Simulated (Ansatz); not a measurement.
C4H6O can be A, `C/C=C/C=O`, or B, `CC1=COC1`.

Calculated with Ansatz (gas phase, PBE0-D4/def2-TZVP geometries, no zero-point term in ΔE). CBS: MP2 limit from def2 TZ/QZ plus the TZ coupled-cluster correction, frozen cores. Functionals use def2-TZVPP. B3LYP here is the variant with VWN-RPA as its local correlation; programs differ in this. Each species was taken in one conformer, which may not be the lowest.

A:

```xyz
11

C    -0.673    0.347   -1.584
C     0.166    0.287   -0.363
C    -0.098   -0.428    0.731
C     0.812   -0.401    1.874
O     0.647   -1.014    2.899
H    -1.559   -0.283   -1.501
H    -0.993    1.376   -1.780
H    -0.099    0.032   -2.461
H     1.078    0.884   -0.368
H    -0.985   -1.050    0.818
H     1.705    0.249    1.735
```

B:

Z-matrix (Å, degrees):
```
C
O 1 1.459
C 1 1.943 2 45.2
C 1 1.506 2 88.5 3 0.0
H 1 1.092 2 110.4 3 -118.5
H 1 1.092 2 110.4 3 118.5
H 3 1.083 1 169.6 2 -0.0
C 4 1.475 1 135.3 2 180.0
H 8 1.092 4 110.6 1 179.7
H 8 1.095 4 111.8 1 -60.2
H 8 1.095 4 111.8 1 59.7
```

(1) Which isomer does CCSD(T)/CBS put lower? Give the gap. (Estimate.)

(2) Give E(B) − E(A) in kJ/mol with HF/def2-TZVPP, ωB97M-V, B3LYP-D4, r2SCAN-D4, PBE0-D4, CCSD(T)/def2-TZVPP, CCSD/def2-TZVPP. (An estimate is asked.)

Largest T1 diagnostic: 0.014.

## Answers

(1) The calculation gave: A, by 119.0 kJ/mol.

(2) The calculation gave: HF/def2-TZVPP 150.0, ωB97M-V 116.0, B3LYP-D4 133.1, r2SCAN-D4 122.6, PBE0-D4 110.0, CCSD(T)/def2-TZVPP 120.5, CCSD/def2-TZVPP 121.6. None reverses the order clearly.

In def2-TZVPP, CCSD(T) changes the Hartree–Fock value by −29.5 kJ/mol (the triples alone add −1.1 kJ/mol) and MP2 by −33.9 kJ/mol. From PBE to PBE0 (25 % exact exchange), in def2-TZVPP and without D4, E(B) − E(A) moves by −4.0 kJ/mol.
